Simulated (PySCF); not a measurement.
H₂S: from structure and modes to constants

These are results of PBE/[S def2-TZVP, H def2-TZVP], no relativity, density fitting, PySCF, not measurements.

The singlet minimum has C2v symmetry. Masses (u): S 31.97207, H 1.00782.

```xyz
3
charge 0 multiplicity 1, angstrom
S     0.0000    0.0000   -0.0558
H     0.9707    0.0000    0.8856
H    -0.9707    0.0000    0.8856
```

Harmonic wavenumbers (cm⁻¹): 1169.5 (a1, ×1), 2629.6 (a1, ×1), 2646.1 (b2, ×1).

Problem. What is the harmonic zero-point energy?

Solution. Half the sum of all 3 wavenumbers, 6445/2 = 3223 cm⁻¹, which is 38.6 kJ/mol (1 cm⁻¹ = 0.0119627 kJ/mol).

Problem. Find the vibrational entropy and heat capacity at 298.15 K.

Solution. With u = 1.43878 ω/T, each mode gives S = R[u/(eᵘ−1) − ln(1−e⁻ᵘ)] and C = R u² eᵘ/(eᵘ−1)².
```tsv
ω (cm⁻¹)	u	S (J/(mol K))	C (J/(mol K))
1169.5	5.644	0.20	0.94
2629.6	12.690	0.00	0.00
2646.1	12.769	0.00	0.00
```
The sums over all modes are S = 0.2 and C = 1.0 J/(mol K); the softest mode gives 100 % of the entropy.

Problem. Give the standard entropy (298.15 K, 1 bar) by its translational, rotational, vibrational and spin parts, and Cp.

Solution. Sackur–Tetrode with M = 33.99 u gives 152.8; rotation with symmetry number 2 gives 52.9; vibration 0.2; spin R ln 1 = 0.0. The total is 205.9 J/(mol K), and Cp = 4 R + 1.0 = 34.2 J/(mol K).
